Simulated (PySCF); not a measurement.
# CS₂: a search over shapes

Which structure of CS₂ lies lowest? The starts are linear and bent; the spin state tried: singlet. Each end point is tested by its vibrations.

Program: PySCF 2.14.0. Level of theory: wB97X, basis C def2-TZVP, S def2-TZVP, no relativity, density fitting. These are calculated values, not measurements.

### Step 1. The starting structure

3 atoms, charge 0, spin multiplicity 1.

Bond lengths: C1–S2 1.610 Å, C1–S3 1.610 Å. Angles: S2–C1–S3 180.0°.

Z-matrix (Å, degrees; charge 0 multiplicity 1):
```
C
S  1 1.6100
S  1 1.6100 2 180.00
```

### Step 2. First SCF at the start

One driver script runs all steps and calls PySCF; scf.py shows how it sets up the SCF of each step. The optimiser is the driver's own. The state is first sought with PBE0. After this first run the driver tries any further starts and a stability analysis.

Input file scf.py:

```python
from pyscf import gto, scf, dft
mol = gto.M(atom='''
C      0.000000     0.000000     0.000000
S      0.000000     0.000000     1.610000
S      0.000000     0.000000    -1.610000''',
    basis={'C': 'def2-TZVP', 'S': 'def2-TZVP'},
    charge=0, spin=0)
mf = dft.RKS(mol, xc='PBE0')
mf.grids.atom_grid = (50, 194)
aux = {'C': 'def2-universal-JKFIT', 'S': 'def2-universal-JKFIT'}
mf = mf.density_fit(auxbasis=aux)
mf.conv_tol = 1e-08
mf.diis_space = 10
mf.max_cycle = 60
mf.init_guess = 'minao'
mf.verbose = 4
mf.kernel()
```

Started as:

```bash
> OMP_NUM_THREADS=4 python axn.py task.json out
```

Standard output:

```text
init E= -834.455231826964
  HOMO = -0.291308688131558  LUMO = -0.106878797301507  gap/eV = 5.01859
cycle= 1 E= -834.181917261311  delta_E= 0.273  |g|= 0.258  |ddm|= 1.77
  HOMO = -0.283986638461725  LUMO = -0.106227232655147  gap/eV = 4.83708
cycle= 2 E= -834.119508542013  delta_E= 0.0624  |g|= 0.564  |ddm|= 0.432
  HOMO = -0.28540336793364  LUMO = -0.0814738837878977  gap/eV = 5.54920
cycle= 3 E= -834.198581151845  delta_E= -0.0791  |g|= 0.0378  |ddm|= 0.303
  HOMO = -0.290078968380457  LUMO = -0.0852829970377428  gap/eV = 5.57278
cycle= 4 E= -834.198879038241  delta_E= -0.000298  |g|= 0.0116  |ddm|= 0.0337
  HOMO = -0.288914021509452  LUMO = -0.0840317090503962  gap/eV = 5.57513
cycle= 5 E= -834.198914899988  delta_E= -3.59e-05  |g|= 0.00145  |ddm|= 0.0108
  HOMO = -0.289083913328737  LUMO = -0.0841434688161626  gap/eV = 5.57671
cycle= 6 E= -834.198915190369  delta_E= -2.9e-07  |g|= 0.00015  |ddm|= 0.00104
  HOMO = -0.289055963860085  LUMO = -0.0841225785352115  gap/eV = 5.57652
cycle= 7 E= -834.198915195808  delta_E= -5.44e-09  |g|= 2.64e-05  |ddm|= 0.000183
  HOMO = -0.289064404618549  LUMO = -0.084130268680328  gap/eV = 5.57654
Extra cycle  E= -834.198915195834  delta_E= -2.64e-11  |g|= 2.52e-05  |ddm|= 4.74e-05
converged SCF energy = -834.198915195834
```

This step, with its further starts and checks, took 1.7 s on 4 threads of Intel Xeon 6975P-C (Granite Rapids), shared host.

The test of internal stability found no lower closed-shell solution.

### Step 3. Linear start, singlet: relaxation

The program finds D∞h symmetry in the start, which this walk keeps.

Edit scf.py of step 2 so:

```diff
@@ -8 +8 @@
-mf = dft.RKS(mol, xc='PBE0')
+mf = dft.RKS(mol, xc='WB97X')
@@ -15 +14,0 @@
-mf.init_guess = 'minao'
```

Energy and gradient, step by step:

| step | energy (Eh) | change (kJ/mol) | largest symmetric gradient (Eh/bohr) |
| --- | --- | --- | --- |
| 0 | -834.492586 | 0.00 | 0.06221 |
| 1 | -834.499652 | -18.55 | 0.02581 |
| 2 | -834.500655 | -21.18 | 0.00417 |
| 3 | -834.500684 | -21.26 | 0.00025 |
| 4 | -834.500684 | -21.26 | 0.00000 |

The walk took 3.8 s.

After 4 steps and 21.3 kJ/mol it ends at D∞h: C–S 1.545 Å (×2); S–C–S 180.0°.

### Step 4. Is it a minimum? Harmonic modes

The point is checked on the finer grid, and tightened if its gradient asks for it. The Hessian and the dipole derivatives come from central differences of analytic gradients, with steps of 0.02 bohr.

Edit scf.py of step 3 so:

```diff
@@ -3,3 +3,3 @@
-C      0.000000     0.000000     0.000000
-S      0.000000     0.000000     1.610000
-S      0.000000     0.000000    -1.610000''',
+C     -0.000000    -0.000000    -0.000000
+S     -0.000000     0.000000     1.544407
+S      0.000000    -0.000000    -1.544407''',
@@ -9 +9 @@
-mf.grids.atom_grid = (50, 194)
+mf.grids.atom_grid = (75, 302)
@@ -12 +12 @@
-mf.conv_tol = 1e-08
+mf.conv_tol = 1e-10
```

This SCF starts from the last density.

SCF at the final geometry:

```text
init E= -834.500733736147
  HOMO = -0.365523318883171  LUMO = 0.00276855551856806  gap/eV = 10.02173
cycle= 1 E= -834.500733736146  delta_E= 7.96e-13  |g|= 4.82e-06  |ddm|= 4.44e-06
  HOMO = -0.365523584147307  LUMO = 0.00276760119164967  gap/eV = 10.02171
Extra cycle  E= -834.500733736141  delta_E= 4.89e-12  |g|= 6.21e-06  |ddm|= 5.84e-06
converged SCF energy = -834.500733736141
```

The whole step took 8.8 s.

Geometry: D∞h; C–S 1.544 Å (×2); S–C–S 180.0°.

Modes, for the most abundant isotopes:

| symmetry | ω (cm⁻¹) | IR (km/mol) |
| --- | --- | --- |
| πu | 425 | 4.0 |
| σg+ | 703 | 0.0 |
| σu+ | 1595 | 971 |

No imaginary mode, so this is a minimum.

Constants and moments:

* Dipole moment: 0.00 D
* Highest occupied level: -9.95 eV
* Lowest empty level: 0.08 eV
* Rotational constants: 0.1105 cm⁻¹
* Zero-point energy: 18.8 kJ/mol
* Principal polarisabilities: 28.2, 28.2, 90.5 bohr³
* Atomisation energy without zero-point energy: 1152 kJ/mol
* Principal traceless quadrupole moments about the centre of mass: -1.36, -1.36, 2.71 D Å
* Entropy at 298.15 K and 1 bar: 236.7 J/(mol K)
* Heat capacity Cp at 298.15 K: 44.6 J/(mol K)
* Enthalpy at 298.15 K above 0 K: 10.48 kJ/mol
* Rotational symmetry number: 2

Charges (e) and bond orders:

| atom | Mulliken | Löwdin | polar tensor | Mayer order to C1 |
| --- | --- | --- | --- | --- |
| C1 | 0.11 | -0.88 | 0.96 | – |
| S2,3 | -0.06 | 0.44 | -0.48 | 2.15 |

Mulliken populations on C1: s 3.15, p 2.60, d 0.13, f 0.01.

### Step 5. Relaxation: bent start, singlet

The program finds C2v symmetry in the start, which this walk keeps.

Edit scf.py of step 4 so:

```diff
@@ -3,3 +3,3 @@
-C     -0.000000    -0.000000    -0.000000
-S     -0.000000     0.000000     1.544407
-S      0.000000    -0.000000    -1.544407''',
+C      0.000000     0.000000    -0.777577
+S      1.318800     0.000000     0.145923
+S     -1.318800     0.000000     0.145923''',
@@ -9 +9 @@
-mf.grids.atom_grid = (75, 302)
+mf.grids.atom_grid = (50, 194)
@@ -12 +12 @@
-mf.conv_tol = 1e-10
+mf.conv_tol = 1e-08
```

Steps of the walk:

| step | energy (Eh) | change (kJ/mol) | largest symmetric gradient (Eh/bohr) |
| --- | --- | --- | --- |
| 0 | -834.364508 | 0.00 | 0.13652 |
| 1 | -834.450531 | -225.85 | 0.09549 |
| 2 | -834.487662 | -323.34 | 0.04598 |
| 3 | -834.498740 | -352.42 | 0.01786 |
| 4 | -834.500599 | -357.31 | 0.00330 |
| 5 | -834.500682 | -357.52 | 0.00110 |
| 6 | -834.500684 | -357.53 | 0.00037 |
| 7 | -834.500684 | -357.53 | 0.00000 |

The walk took 6.3 s.

Positions (Å) and forces (eV/Å) along the way:

```
step 0
C    0.000   0.000  -0.778   0.000   0.000   7.020
S    1.319   0.000   0.146   3.636   0.000  -3.510
S   -1.319   0.000   0.146  -3.636   0.000  -3.510
step 1
C    0.000   0.000  -0.571   0.000   0.000   4.910
S    1.472   0.000   0.042  -0.181   0.000  -2.455
S   -1.472   0.000   0.042   0.181   0.000  -2.455
step 4
C    0.000   0.000  -0.179   0.000   0.000   0.170
S    1.546   0.000  -0.153  -0.100   0.000  -0.085
S   -1.546   0.000  -0.153   0.100   0.000  -0.085
step 7
C    0.000   0.000  -0.162   0.000   0.000   0.000
S    1.545   0.000  -0.162   0.000   0.000   0.000
S   -1.545   0.000  -0.162   0.000   0.000   0.000
```

It settles in D∞h symmetry, 357.5 kJ/mol below the start, after 7 steps: C–S 1.545 Å (×2); S–C–S 180.0°.

### Step 6. Fields at the lowest minimum

The plane holds C1 at (0.00, 0.00), S2 at (1.54, 0.00), S3 at (-1.54, 0.00) Å. Columns run from x = -3.45 to 3.75 Å, rows from y = 2.25 (top) to -1.95 Å, in steps of 0.3 Å.

Density (cut at 5 e/Å³):

Ten steps from '0' (0.000 e/Å³) to '9' (5.000 e/Å³), finer at the low end (step k begins (100^(k/10) - 1)/99 of the way up):
```
0000000000000000000000000
0000000000000000000000000
0000011111000011111000000
0001122222111122222110000
0012344443333334444321000
0013466655555555666431000
0024578776777767787542000
0124689977899877998642100
0124689977899877998642100
0024578776777767787542000
0013466655555555666431000
0012344443333334444321000
0001122222111122222110000
0000011111000011111000000
0000000000000000000000000
```

ELF (0 where the density is under 0.005 e/Å³):

Ten even steps from '0' (0.00) to '9' (0.91):
```
0000001100000000110000000
0001344321000012344310000
0024677642100124677642000
0146888864322346888864100
0258999976544567999985200
1369999888877888899996310
1479930058944985003997410
1479719919744791991797410
1479719919744791991797410
1479930058944985003997410
1369999888877888899996310
0258999976544567999985200
0146888864322346888864100
0024677642100124677642000
0001344321000012344310000
```

Lowest empty orbital at 0.08 eV (sign arbitrary; one member if degenerate):

Ten even steps from '0' (-0.22 Å^-3/2) to '9' (0.22 Å^-3/2):
```
4444444445555554444444444
4444444445555554444444444
4444444445555554444444444
4444333445566554433344444
4443333345666654333334444
4443322345788754322334444
4443322346799764322334444
4444437655699655673444444
5555562344300344326555555
5556677653200235677665555
5556677654211245677665555
5556666654333345666665555
5555666554433445566655555
5555555554444445555555555
5555555554444445555555555
```

Along C1–S2 (1.544 Å) the density is least, 1.74 e/Å³, about 0.93 Å from C1; ELF there is 0.39.

Values on the line from C1 (at 0) through S2 (at 1.544 Å):

| distance (Å) | density (e/Å³) | ELF | electrostatic potential (V) |
| --- | --- | --- | --- |
| -0.54 | 2.19 | 0.842 | 36.7 |
| -0.39 | 2.55 | 0.33 | 69.8 |
| -0.23 | 7.27 | 0.242 | 168 |
| -0.08 | 153 | 1 | 789 |
| 0.15 | 29.6 | 0.952 | 306 |
| 0.31 | 3.28 | 0.104 | 105 |
| 0.46 | 2.34 | 0.703 | 49 |
| 0.62 | 2.06 | 0.873 | 30.3 |
| 0.77 | 1.86 | 0.817 | 30.9 |
| 0.93 | 1.74 | 0.392 | 48.5 |
| 1.08 | 2.47 | 0.0846 | 90.8 |
| 1.24 | 15 | 0.736 | 196 |
| 1.39 | 106 | 0.729 | 669 |
| 1.62 | 310 | 0.259 | 1.91e+03 |
| 1.78 | 44 | 0.866 | 329 |
| 1.93 | 5.08 | 0.277 | 129 |
| 2.08 | 1.46 | 0.121 | 64.4 |
| 2.24 | 1.01 | 0.642 | 33.9 |
| 2.39 | 0.677 | 0.842 | 18.3 |

Making the fields took 0.5 s on 4 threads of Intel Xeon 6975P-C (Granite Rapids), shared host.

### Step 7. What came out

| quantity | value |
| --- | --- |
| lowest minimum | singlet, D∞h |
| geometry | C–S 1.544 Å (×2); S–C–S 180.0° |
| wavenumbers (cm⁻¹) | 425 (πu), 703 (σg+), 1595 (σu+) |
| dipole moment | 0.00 D |
| highest occupied, lowest empty level | -9.95, 0.08 eV |
| polar-tensor charge of C1 | +0.96 e |
| zero-point energy | 18.8 kJ/mol |
| entropy at 298.15 K | 236.7 J/(mol K) |
| atomisation energy (no zero-point energy) | 1152 kJ/mol |

The lowest minimum found is the singlet of D∞h symmetry. In the infrared the band at 1595 cm⁻¹ (σu+) leads. C1 has a polar-tensor charge of +1.0 e (a dipole derivative, not a static charge), yet symmetry cancels the bond dipoles. A search over typed starts can miss a lower isomer.

The search up to here took 22 s.
